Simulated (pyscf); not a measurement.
7 gas-phase steps of one pattern: hydrogen abstraction on the doublet surface, C–H broken and Ge–H or H–Si or H–Sn formed. Single points on ωB97X-D3(BJ)/def2-SVP structures (PySCF, gas phase). Electronic energies in kcal/mol, from the separated reactants; ΔE‡ and ΔE at ωB97M-D3(BJ)/def2-TZVP. Rows were drawn at random from the steps of this pattern with a verified saddle, stable references and no exit in the data more than 5 kcal/mol lower.

```tsv
row	step	ΔE	ΔE‡
1	Cl–CH(Cl)–Cl + SiH₃• -> Cl–C•(Cl)–Cl + SiH₄	+2.1	13.0
2	•H₂Si–O–SiH₃ + F–CH₂–F → H₃Si–O–SiH₃ + F–CH•–F	+9.4	19.1
3	F–CH₂–F + SiH₃• → F–CH•–F + SiH₄	+10.5	19.6
4	H₃C–SiH•–CH₃ + CH₄ → H₃C–SiH₂–CH₃ + CH₃•	+13.7	22.7
5	•H₂Si–SiH₃ + CH₄ → H₃Si–SiH₃ + CH₃•	+18.8	25.5
6	H₃C–GeH₂• + CH₄ → H₃C–GeH₃ + CH₃•	+23.3	?
7	H₃C–SnH₂• + CH₄ -> H₃C–SnH₃ + CH₃•	+33.0	36.3
```

Problem. Fit ΔE‡ = a + b·ΔE to the other rows and predict row 6.

Solution. Over the 6 complete rows the means are +14.6 (ΔE) and 22.7 (ΔE‡); least squares gives b = 0.74 and a = 11.9 kcal/mol, with residuals of 0.4 kcal/mol (root mean square; largest 0.7, row 4). For row 6: 11.9 + 0.74 × (+23.3) = 29.1 kcal/mol. The computed barrier is 28.7 kcal/mol, 0.4 under the line. The line follows the complete rows closely. Each barrier is that of the saddle found. Elements up to Kr have no core potential and no relativistic terms here. Elements past Kr carry the def2 core potentials, without spin-orbit coupling.
